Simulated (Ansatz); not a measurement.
C3H6S2, SMILES `S=CCCS`, relaxed with RKS PBE0-D4/def2-TZVP in the Gaussian-basis code of Ansatz from a PBE-D4/def2-SVP geometry. The force threshold is 0.005 eV/Å; the program also tests the step.

Charge 0, multiplicity 1.

Start:

```xyz
11

S     1.738    0.406   -2.264
C     1.232    0.096   -0.744
C     0.078   -0.778   -0.361
C    -1.048   -0.022    0.376
S    -0.586    0.729    1.988
H     1.751    0.567    0.122
H     0.460   -1.573    0.319
H    -0.338   -1.262   -1.268
H    -1.860   -0.734    0.628
H    -1.490    0.755   -0.279
H     0.063    1.816    1.483
```

```
         step  energy (eV)  largest force (eV/Å)  largest move (Å)
            1  -24869.4433                 0.789             0.000
            2  -24869.4913                 0.350             0.027
 3 (rejected)  -24869.4845                 0.439             0.063
            4  -24869.4993                 0.177             0.031
            5  -24869.5005                 0.060             0.018
            6  -24869.5008                 0.015             0.014
            7  -24869.5008                 0.010             0.007
            8  -24869.5009                 0.013             0.011
            9  -24869.5010                 0.011             0.012
10 (rejected)  -24869.5008                 0.061             0.038
           11  -24869.5010                 0.007             0.018
           12  -24869.5011                 0.008             0.007
           13  -24869.5011                 0.005             0.006
           14  -24869.5011                 0.002             0.001
```

End:

```xyz
11

S     1.656    0.463   -2.232
C     1.219    0.093   -0.729
C     0.083   -0.784   -0.343
C    -1.039   -0.018    0.362
S    -0.599    0.733    1.951
H     1.775    0.517    0.112
H     0.456   -1.555    0.341
H    -0.322   -1.269   -1.234
H    -1.846   -0.713    0.601
H    -1.456    0.746   -0.296
H     0.073    1.788    1.466
```

It took 42 s on 4 threads of an Arm Neoverse V2 on a shared host, with 0.58 GiB of host memory at the peak.
